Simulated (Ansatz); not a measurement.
The same path of FH3Si + H3P (9 atoms, charge 0, multiplicity 1) was run twice with different band settings. Lost on the way: Si1–H2, P6–H9. Made: Si1–P6, H2–H9.

The calculation used RKS PBE/def2-SVP (Ansatz 0.2.0).

Relaxed end points:

```xyz
9
Properties=species:S:1:pos:R:3
Si 0.399 -0.149 -0.085
H 0.582 -0.031 1.400
F 1.878 -0.164 -0.791
H -0.369 1.027 -0.613
H -0.304 -1.430 -0.426
P -3.260 -0.127 1.660
H -3.064 -0.124 0.232
H -2.314 -1.197 1.850
H -2.252 0.883 1.864
```

```xyz
9
Properties=species:S:1:pos:R:3
Si -0.604 -0.301 -0.508
H 0.318 0.792 2.746
F 0.651 0.229 0.419
H -0.657 0.534 -1.758
H -0.319 -1.735 -0.859
P -2.532 0.029 0.648
H -3.275 -0.574 -0.434
H -2.414 -1.220 1.358
H 0.130 0.934 3.478
```

Common settings: movable images 5; climbing image yes; optimiser quadratic models (default); start path through a guess of the saddle point; force threshold 0.05 eV/Å; iteration limit 60; end points relaxed.

| run | spring |
| --- | --- |
| 1 | 5.0 eV/Å² |
| 2 | 0.5 eV/Å² |

(1) What does each run give, and how far can it be trusted?

Results:

(1) Run 1: converged after 40 iterations, highest image 2.046 eV above the first end. A structure lower than the last end lies on the path between it and the top, so the climb from that side starts below the end, which may itself be a saddle point or a shallow side well. Neighbouring images differ by up to 2.0 eV, so the band resolves the path poorly. A vibrational analysis at the climbing image gives one clearly imaginary mode, 965i cm⁻¹: a first-order saddle point.
Run 2: converged after 33 iterations, highest image 2.046 eV above the first end. Neighbouring images differ by up to 2.0 eV, so the band resolves the path poorly. Another band between the same ends (5 images) ends at a top of the same energy, where a vibrational analysis finds 1 clearly imaginary mode.
The orbitals stay closed-shell, which can raise the energy where a bond breaks towards radicals; this wasn't checked here.
